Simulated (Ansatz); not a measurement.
The first iterations of a band of H4Si + H5NSi (12 atoms, charge 0, multiplicity 1).

All numbers below come from RKS BLYP/6-31G* (Ansatz).

```yaml
movable_images: 7
climbing_image: yes
spring: 5.0 eV/Å²
optimiser: quadratic models (default)
start_path: through a guess of the saddle point
force_threshold: 0.03 eV/Å
iteration_limit: 60
end_points: relaxed
```

Initial state:

```xyz
12
Properties=species:S:1:pos:R:3
Si -0.626 1.171 -0.111
N -0.379 0.629 1.539
H -1.208 0.378 2.084
H 0.356 -0.064 1.708
H 0.696 1.638 -0.634
H -1.598 2.310 -0.070
H -1.161 0.172 -1.108
Si 2.128 -3.289 1.661
H 0.983 -4.222 1.436
H 2.782 -2.969 0.356
H 3.120 -3.919 2.584
H 1.617 -2.025 2.279
```

Final state:

```xyz
12
Properties=species:S:1:pos:R:3
Si 0.556 -0.032 -0.418
N -0.373 -0.616 2.641
H -1.393 -0.684 2.528
H -0.198 0.307 3.060
H 1.008 0.211 -1.833
H 0.878 1.212 0.353
H -0.932 -0.195 -0.467
Si 1.625 -1.936 0.483
H 0.646 -3.003 0.865
H 2.553 -2.550 -0.531
H 2.464 -1.598 1.678
H -0.123 -1.304 3.363
```

| iteration | highest image above the first end (eV) | largest band force component (eV/Å) |
| --- | --- | --- |
| 1 | 5.282 | 6.690 |
| 2 | 3.694 | 2.399 |
| 3 | 2.932 | 1.729 |
| 4 | 2.595 | 0.966 |
| 5 | 2.237 | 2.411 |
| 6 | 2.265 | 1.422 |
| 7 | 2.080 | 0.350 |
| 8 | 2.255 | 3.110 |
| 9 | 2.248 | 3.026 |
| 10 | 2.172 | 0.837 |
| 11 | 2.077 | 0.570 |
| 12 | 2.060 | 0.386 |
| 13 | 2.029 | 0.317 |
| 14 | 2.016 | 0.285 |
| 15 | 2.008 | 0.505 |

Task: Does the band converge within its limit, and where does its top end?

Result: The run converged. It ended after 46 iterations with the highest image 1.996 eV above the first end. Neighbouring images differ by up to 1.8 eV, so the band resolves the path poorly. A vibrational analysis at the climbing image gives one clearly imaginary mode, 272i cm⁻¹: a first-order saddle point. The orbitals stay closed-shell, which can raise the energy where a bond breaks towards radicals; this wasn't checked here.

Time of the run: 11 min on 1 thread of Arm Neoverse V2, with other jobs on the host, peak memory 0.11 GiB.
